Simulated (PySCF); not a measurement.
# Choosing a basis for TDDFT

Species: boron trihydride, BH3.
SMILES with atom numbers: `[BH3:1]` (hydrogens: H2, H3, H4 on B1)

TDDFT with PBE0 (PySCF), vertical singlets, core orbitals frozen in the response, spherical d and f functions. Geometry: PBE0-D3(BJ)/def2-SVP; no solvent, vibrations or thermal averaging.

```
    basis  functions  diffuse  S1 (eV)  S2 (eV)  S3 (eV)  S4 (eV)  S5 (eV)  LUMO (eV)  α (au)
   6-31G*         20       no     5.99     6.00    11.82    12.83    12.96      -1.58    13.5
 def2-SVP         29       no     5.81     5.82    11.38    12.11    12.55      -1.89    14.6
def2-SVPD         44      yes     5.81     5.81     9.54     9.55    11.17      -1.95    17.8
def2-TZVP         49       no     5.81     5.81    10.48    10.49    11.21      -1.97    16.5
```

How much do these states and the polarisability depend on the basis?

States are compared by their number. Against the only diffuse basis here (def2-SVPD, itself not a converged limit), sets without diffuse functions differ by up to 0.19 eV in S1 and 1.80 eV in S5. State by state, the largest deviation of a set without diffuse functions is S1 0.19, S2 0.19, S3 2.28, S4 3.27, S5 1.80 eV. The same number needn't mean the same state in each row. Against def2-SVPD the polarisability deviates by -24% in 6-31G*, -18% in def2-SVP, -8% in def2-TZVP.
